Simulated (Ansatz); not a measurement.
Ansatz (a program for electronic structure) input (CCSD(T)/aug-cc-pVDZ):

Ansatz 0.2 input:
```yaml
crystal:
  periodic: [false, false, false]
  atoms:
    - {symbol: C, position_ang: [1.33588083, 0.17663357, 0.00811228]}
    - {symbol: C, position_ang: [0.05820264, 0.43851080, -0.00811815]}
    - {symbol: H, position_ang: [2.26699010, 0.71990471, 0.00550453]}
    - {symbol: H, position_ang: [-0.25405481, 1.48851309, -0.03147361]}
    - {symbol: C, position_ang: [-1.05503693, -0.57138509, 0.00208581]}
    - {symbol: H, position_ang: [-0.66476666, -1.58771845, 0.02545578]}
    - {symbol: H, position_ang: [-1.69884812, -0.42434069, 0.87312388]}
    - {symbol: H, position_ang: [-1.68359975, -0.45891440, -0.88509024]}
basis:
  gaussian:
    orbitals: aug-cc-pVDZ
magnetization: {spin_polarized: true, initial_magnetization: 1}
correlation: {method: ccsd_t, electrons: outside_noble_gas}
```

End of the output:

```
integrals: 0.31 GiB planned
1135 factors; integrals over basis functions are off by at most 7.2e-4 eV
mean field: 0.38 GiB planned
mean field evaluation 1: about -3165.4035 eV, gradient 2.1e1 eV
mean field evaluation 2: about -3165.4069 eV, gradient 2.1e1 eV
mean field evaluation 4: about -3168.3788 eV, gradient 2.9e0 eV
mean field evaluation 8: about -3168.5336 eV, gradient 5.2e-1 eV
mean field evaluation 16: about -3168.5771 eV, gradient 2.1e-6 eV
mean field evaluation 32: about -3165.7248 eV, gradient 7.8e-1 eV
mean field -3168.57710863 eV, -116.4430610034 hartree, gradient 2.3e-6 eV, S^2 0.920388; 1 other end points of the search recorded, 0 dependent functions left out
determinant -3168.57710863 eV, -116.4430610034 hartree, with singles and doubles -3180.46215810 eV, -116.8798285156 hartree
determinant -3165.74380392 eV, -116.3389389759 hartree, with singles and doubles -3177.40250575 eV, -116.7673883655 hartree
3 core orbitals not correlated
reference -3168.57710863 eV, -116.4430610034 hartree; 9, 8 occupied and 102, 103 virtual orbitals, 1135 factors
second order -10.54825403 eV of doubles, -0.00000000 eV of singles
coupled cluster: 0.91 GiB planned
cycle   1  -11.84814090 eV  change   -4.4e-1 eV  update   2.5e-2
cycle   2  -11.86867450 eV  change   -2.1e-2 eV  update   6.6e-3
cycle   3  -11.87231096 eV  change   -3.6e-3 eV  update   3.2e-3
cycle   4  -11.87386387 eV  change   -1.6e-3 eV  update   1.2e-3
cycle   5  -11.87497106 eV  change   -1.1e-3 eV  update   5.7e-4
cycle   6  -11.87574650 eV  change   -7.8e-4 eV  update   2.8e-4
cycle   7  -11.87617319 eV  change   -4.3e-4 eV  update   1.3e-4
cycle   8  -11.87636413 eV  change   -1.9e-4 eV  update   6.0e-5
cycle   9  -11.87639848 eV  change   -3.4e-5 eV  update   2.4e-5
cycle  10  -11.87639733 eV  change    1.1e-6 eV  update   8.6e-6
coupled cluster: 0.91 GiB planned
perturbative correction -0.42512899 eV, -0.0156232022 hartree
Total energy: -3180.87863495 eV, -116.8951337575 hartree
```

It need not be the lowest isomer of its formula.

The determinant is spin-contaminated: <S^2> is 0.92 against 0.75 for a pure state.
